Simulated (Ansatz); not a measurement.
Compare A (`CC(C)(C)C=O`) with its isomer B (`CC(C)=C(C)O`).

Isolated molecules relaxed with PBE0-D4/def2-TZVP in Ansatz; ΔE leaves out vibrations. CCSD(T)/CBS adds triple-zeta CCSD(T) − MP2 to the extrapolated MP2 energy (def2 sets, frozen cores). Functionals use def2-TZVPP. B3LYP here is the variant with VWN-RPA as its local correlation; programs differ in this. One conformer a species, not always the lowest.

Problem. Which isomer does CCSD(T)/CBS put lower? Give the gap. (Estimate.)

Solution. Ansatz gave: A, by 27.3 kJ/mol.

Problem. Give E(B) − E(A) in kJ/mol with BLYP-D4, ωB97M-V, B3LYP, r2SCAN-D4, MP2/def2-TZVPP, CCSD/def2-TZVPP, B2PLYP. (Best estimate.)

Solution. Computed: BLYP-D4 22.4, ωB97M-V 27.8, B3LYP 19.1, r2SCAN-D4 21.6, MP2/def2-TZVPP 32.7, CCSD/def2-TZVPP 33.0, B2PLYP 26.3. None reverses the order clearly.

Problem. Does the order hold for the free energy at 298.15 K (harmonic terms from PBE0-D4)? (An estimate is asked.)

Solution. Computed: Yes: G(B) − G(A) = +25.7 kJ/mol, for one conformer each.

Largest T1 diagnostic: 0.012.

In def2-TZVPP, CCSD(T) changes the Hartree–Fock value by −6.5 kJ/mol (the triples alone add −0.8 kJ/mol) and MP2 by −6.1 kJ/mol. From BLYP to BHLYP (50 % exact exchange), in def2-TZVPP and without D4, E(B) − E(A) moves by +5.1 kJ/mol.
